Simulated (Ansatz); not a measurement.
System: P2, charge 0, singlet. P2 (SMILES P#P).
B3LYP-D3(BJ)/def2-TZVP minimum from Ansatz (a quantum-chemistry and plane-wave program):
```
P
P 1 1.8895
```

Total energies in cc-pV(5+d)Z, 10 correlated electrons, 10 frozen orbitals. UHF or UKS for unpaired electrons; spin-orbit terms are left out. Correlated methods leave the cores frozen. No relativity. The restricted determinant of P2 (P#P, singlet) is unstable towards broken spin symmetry in at least one set run.

```csv
method,program,energy (Eh),minus CCSDT(Q) (mEh)
HF,Ansatz,-681.50002,344.60
MP2,Ansatz,-681.80827,36.35
CCSD,Ansatz,-681.81740,27.22
CCSD(T),Ansatz,-681.84184,2.78
CCSDT(Q),Ansatz,-681.84462,0.00
```

Rough core times of Ansatz's runs on a shared machine: CCSD(T) 40 s, CCSDT(Q) 30 min.
